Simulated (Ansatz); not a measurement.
# CH6NSi: the cost of one run

Method: UKS B3LYP-D4/def2-mTZVP, in Ansatz 0.2.0.

## Step 1: The starting structure

Bond lengths: C1–Si2 1.732 Å, Si2–N3 1.688 Å, C1–H4 1.033 Å, C1–H5 1.132 Å, Si2–H6 1.490 Å, Si2–H7 1.491 Å, N3–H8 1.074 Å, N3–H9 1.037 Å. Angles: C1–Si2–N3 106.4°, C1–Si2–H6 112.1°, C1–Si2–H7 112.5°, N3–Si2–H6 107.0°, N3–Si2–H7 108.5°, H6–Si2–H7 110.1°, Si2–C1–H4 121.9°, Si2–C1–H5 121.2°, H4–C1–H5 116.8°, Si2–N3–H8 105.5°, Si2–N3–H9 110.1°, H8–N3–H9 103.6°.

Structure file:

```xyz
9

C    -0.8821    0.5379   -1.0451
Si    0.5330    0.1161   -0.1393
N     0.0496   -1.0423    0.9894
H    -1.4777   -0.1779   -1.4929
H    -1.1714    1.6194   -1.2098
H     1.0711    1.2735    0.6293
H     1.6037   -0.4740   -0.9932
H     0.9349   -1.2871    1.5464
H    -0.5726   -0.6119    1.6982
```

## Step 2: End point A

input.yaml

```yaml
crystal:
  periodic: [false, false, false]
  atoms:
    - { symbol: C, position_ang: [-0.8821, 0.5379, -1.0451] }
    - { symbol: Si, position_ang: [0.533, 0.1161, -0.1393] }
    - { symbol: "N", position_ang: [0.0496, -1.0423, 0.9894] }
    - { symbol: H, position_ang: [-1.4777, -0.1779, -1.4929] }
    - { symbol: H, position_ang: [-1.1714, 1.6194, -1.2098] }
    - { symbol: H, position_ang: [1.0711, 1.2735, 0.6293] }
    - { symbol: H, position_ang: [1.6037, -0.474, -0.9932] }
    - { symbol: H, position_ang: [0.9349, -1.2871, 1.5464] }
    - { symbol: H, position_ang: [-0.5726, -0.6119, 1.6982] }
magnetization:
  spin_polarized: true
  initial_magnetization: 1
basis:
  gaussian: { orbitals: def2-mTZVP }
hamiltonian:
  xc: b3lyp
  dispersion: d4
relax:
  f_tol: 0.02
  max_steps: 50
```

Launch:

```bash
> ansatz run input.yaml --threads 2 --pin off --max-ram 3072MiB --backend cpu --events-out ev --progress --plain --runs-dir out
```

What time and memory should one allow on 2 threads of Arm Neoverse V1, shared host?

About 24 s, with a peak of 0.18 GiB.
